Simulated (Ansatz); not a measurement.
For zinc-blende HgSe, PBEsol+SOC (Ansatz, an electronic-structure program, plane waves, PAW) gives:

| Item | Result |
|---|---|
| lattice constant a | 6.111 Å |
| bulk modulus | 53.1 GPa |

Task: What does HSE06-D3(BJ) in Ansatz (plane waves, PAW) give for the same quantities?

Result: 
- lattice constant a: 6.085 Å (shrinks by 0.4 %)
- bulk modulus: 58.2 GPa (rises by 9.6 %)

For comparison: lattice constant a 6.085 Å (measured, 293 K, no zero-point or thermal correction; as tabulated in Cardona et al. (2009), arXiv:0908.2634); bulk modulus 50 GPa (measured, temperature not stated, no zero-point or thermal correction, our sources range from 48.5 to 51.6; as tabulated in Toher et al. (2017), arXiv:1611.05714).

Changes are worked out from the printed values.

Unless a cell is named, each level is at its own relaxed cell (PBEsol+SOC 28.52, HSE06-D3(BJ) 28.17 Å³/atom).

Levels without +SOC leave out spin–orbit coupling, which shifts energies and cells of such heavy elements.

Ansatz's density-functional and Hartree–Fock values are scalar-relativistic unless marked +SOC, with PAW data made under PBE.
